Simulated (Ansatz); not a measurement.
**CH₃+ (triplet): the correlation ladder at a displaced geometry (v1), cc-pVTZ**

Aim: climb from Hartree-Fock through coupled cluster and multireference methods for CH₃+ (triplet) at one geometry and basis, and see what each rung misses.

Program: Ansatz 0.2.0, Gaussian basis. Level of theory: cc-pVTZ, core rule «outside noble gas», up to 1 orbitals frozen. These are calculated values, not measurements.

To be run: UHF; CCSD(T) on ROHF; CCSD(T) on UHF; BCCD(T) on ROHF; CCSDT(Q) on ROHF; CCSDT(Q) on UHF; CASSCF and MRCISD+Q, 6 electrons in 7 orbitals; CASSCF and NEVPT2, 6 electrons in 7 orbitals.

15 further runs of the same task are left out: 4 that didn't finish, 11 set aside as unsound or not needed.

## 1. The system

The geometry is a PBE0/def2-TZVP stationary point (not a proven minimum) with its atoms shifted at random (size 0.040 Å).

4 atoms, charge 1, spin multiplicity 3.

Atoms are counted from 1 here; the program's logs count them from 0.

Bond lengths: C1–H2 1.170 Å, C1–H3 1.031 Å, C1–H4 1.203 Å. Angles: H2–C1–H3 142.8°, H2–C1–H4 70.6°, H3–C1–H4 146.6°.

## 2. UHF

Contents of in.yaml:

```yaml
crystal:
  periodic: [false, false, false]
  atoms:
    - {symbol: C, position_ang: [0.000627, -0.000495, 0.060743]}
    - {symbol: H, position_ang: [-0.000206, 0.666822, -0.900446]}
    - {symbol: H, position_ang: [0.047758, 0.042673, 1.089888]}
    - {symbol: H, position_ang: [-0.055019, -0.703600, -0.913256]}
basis:
  gaussian: {orbitals: cc-pVTZ}
total_charge: 1
magnetization: {spin_polarized: true, initial_magnetization: 2}
hamiltonian: {xc: hf}
output: {orbitals: {seedname: orbitals}}
```

On the command line:

```sh
ansatz run in.yaml --threads 1 --pin off --events-out ev --progress --plain --max-ram 2393MiB
```

After this run come: CCSD(T) on ROHF; CCSD(T) on UHF; BCCD(T) on ROHF; CCSDT(Q) on ROHF; CCSDT(Q) on UHF; CASSCF and MRCISD+Q, 6 electrons in 7 orbitals; CASSCF and NEVPT2, 6 electrons in 7 orbitals.

**Question.** What will the summary of the whole plan be? Wanted: UCCSDT(Q) below the RHF energy; RMP2 from UCCSDT(Q); UMP2 from UCCSDT(Q); RCCSD from UCCSDT(Q); RCCSD(T) from UCCSDT(Q); UCCSD(T) from UCCSDT(Q); RCCSDT(Q) from UCCSDT(Q); NEVPT2 valence from UCCSDT(Q); MRCISD+Q valence from UCCSDT(Q).

As calculated:

| quantity | value |
| --- | --- |
| UCCSDT(Q) below the RHF energy | -4.1742 eV |
| RMP2 from UCCSDT(Q) | +63.4 kJ/mol |
| UMP2 from UCCSDT(Q) | +64.6 kJ/mol |
| RCCSD from UCCSDT(Q) | +11.7 kJ/mol |
| RCCSD(T) from UCCSDT(Q) | +1.8 kJ/mol |
| UCCSD(T) from UCCSDT(Q) | +1.7 kJ/mol |
| RCCSDT(Q) from UCCSDT(Q) | +0.2 kJ/mol |
| NEVPT2 valence from UCCSDT(Q) | +49.3 kJ/mol |
| MRCISD+Q valence from UCCSDT(Q) | +1.5 kJ/mol |
| levels within 1 kcal/mol (43 meV) | RCCSD(T), UCCSD(T), BCCD(T), RCCSDT, UCCSDT, RCCSDT(Q), MRCISD+Q valence |
| T1 diagnostic | 0.019 |
| effectively unpaired electrons | 2.01 |

**Reading.** RCCSD(T) misses by +1.8 kJ/mol, 0.4 % of the correlation energy. One determinant dominates. Of the multireference levels listed MRCISD+Q valence comes nearest in total energy (+1.5 kJ/mol), which doesn't show that its space is the better one. These misses are within one basis, not against nature; the frozen cores of restricted and unrestricted runs differ, which can shift their rows.
